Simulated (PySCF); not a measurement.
Computed with PySCF 2.14.0 with PBE0-D3(BJ)/def2-TZVP. Isolated molecules, 0 K electronic values unless said otherwise. 

Reference species (SMILES): `C=[SiH]` (neutral, multiplicity 2).

```
Quantity       Result
-------------  ------
dipole moment  0.63 D
```

Changed species: `[CH]=O` (radical fragment; the reference has radical fragment).

Q: What does the change do to the dipole moment?

A: the dipole moment rises by 0.99 D, to 1.62 D.
